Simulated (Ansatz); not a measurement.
```yaml
crystal:
  periodic: [false, false, false]
  atoms:
    - {symbol: Ge, position_ang: [-0.561425, 0.104313, -0.415504]}
    - {symbol: P, position_ang: [1.234626, -0.230602, 0.922127]}
    - {symbol: H, position_ang: [-1.664767, 0.383246, 0.691446]}
    - {symbol: H, position_ang: [2.291365, 0.568484, 0.450469]}
    - {symbol: H, position_ang: [1.894275, -1.382999, 0.465770]}
basis:
  gaussian: {orbitals: def2-TZVP}
magnetization: {spin_polarized: true, initial_magnetization: 2}
hamiltonian: {xc: pbe0}
relax: {f_tol: 0.004, max_steps: 80}
```

```sh
$ ansatz run in.yaml --threads 1 --pin off --events-out ev --progress --plain --max-ram 2176MiB
```

Steps of the relaxation (energy above the last step; positions in Å, forces in eV/Å):

```
5
step 1, 117.3 meV
Ge   -0.561    0.104   -0.416   -0.424    0.128    0.341
P     1.235   -0.231    0.922    0.404   -0.066    0.354
H    -1.665    0.383    0.691    0.033   -0.034   -0.473
H     2.291    0.568    0.450    0.062    0.415   -0.121
H     1.894   -1.383    0.466   -0.074   -0.444   -0.100
```

```
5
step 2, 26.4 meV
Ge   -0.539    0.112   -0.304   -0.261    0.063    0.151
P     1.336   -0.254    0.963    0.097    0.023    0.285
H    -1.805    0.407    0.604    0.335   -0.083   -0.234
H     2.309    0.628    0.413   -0.112   -0.111   -0.090
H     1.894   -1.450    0.438   -0.058    0.108   -0.112
```

```
5
step 3, 8.7 meV
Ge   -0.486    0.105   -0.264   -0.224    0.055    0.191
P     1.366   -0.255    1.051    0.170   -0.033   -0.307
H    -1.783    0.396    0.566    0.107   -0.028   -0.144
H     2.260    0.630    0.369   -0.072   -0.203    0.133
H     1.837   -1.434    0.393    0.018    0.210    0.127
```

```
5
step 6, 0.0 meV
Ge   -0.505    0.113   -0.255    0.000    0.001   -0.002
P     1.364   -0.254    1.034    0.002    0.000    0.001
H    -1.798    0.396    0.560   -0.001   -0.001    0.000
H     2.276    0.612    0.375    0.000   -0.001    0.000
H     1.857   -1.424    0.401    0.000    0.000    0.000
```

Close pairs at the end: P2–H5 1.419 Å, P2–H4 1.419 Å, Ge1–H3 1.555 Å, Ge1–P2 2.301 Å.

A stationary point of unrestricted PBE0 after 6 steps, with ⟨S²⟩ = 2.007 against 2.00 for a pure state; no frequencies were run, so it isn't proven a minimum. 22 s on 1 thread of Intel Xeon Platinum 8488C, shared host.
